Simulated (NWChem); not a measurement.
# Correlation energy of CN (-1)

```
C
N 1 1.1910
```
Charge -1, spin multiplicity 1.

All runs are NWChem calculations. Structure: optimised with PBE/def2-SVP, a minimum by its harmonic frequencies.

Basis set: def2-TZVPD. Each correlation energy counts from its own Hartree-Fock reference.

The correlated methods keep 2 core orbitals frozen. The structure started from a generated list of species. The anion's geometry comes from a basis without diffuse functions. Coupled-cluster values serve here as a point of comparison, not as the truth.

### Question
For the correlation energy, MP2 gives -346.9 mHa and SCS-MP2 gives -339.3 mHa. What do CR-CCSD[T], CR-CCSD(T), CCSD give?

### Answer
CR-CCSD[T]: -364.1 mHa; CR-CCSD(T): -363.3 mHa; CCSD: -347.6 mHa.
